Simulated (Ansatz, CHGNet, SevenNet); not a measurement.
Candidate structures of BN, relaxed level by level: cubic BN; hexagonal BN; wurtzite BN (high-pressure phase). Levels: the machine-learned potential CHGNet-r²SCAN (trained on r²SCAN data), the machine-learned potential SevenNet-l3i5 (trained on PBE and PBE+U data), LDA (Ansatz, a program for electronic structure, plane waves, PAW), r²SCAN in Ansatz (PAW).

Problem. Rank the structures in energy at 0 K, level by level.

Solution. Lowest: CHGNet-r²SCAN, hexagonal BN; SevenNet-l3i5, hexagonal BN; LDA, cubic BN; r²SCAN, hexagonal BN. Energies above the lowest of these candidates, meV/atom:

```
structure                          CHGNet-r²SCAN  SevenNet-l3i5  LDA  r²SCAN
---------------------------------  -------------  -------------  ---  ------
hexagonal BN                                   0              0   61       0
cubic BN                                      49             75    0      59
wurtzite BN (high-pressure phase)             69             93   18      78
```

The levels disagree on the lowest structure.

A measured cell is on file for: wurtzite BN (high-pressure phase); cubic BN; hexagonal BN.

Static-lattice energies; unlike cells have unlike k meshes, which leaves some meV/atom of uncertainty, and other structures than these can lie lower.

Note: the cell comes from a level without a dispersion term, which matters for the spacing of layers, chains or molecules.

Machine-learned potentials (CHGNet-r²SCAN, SevenNet-l3i5) are trained on DFT data, which may include these solids.
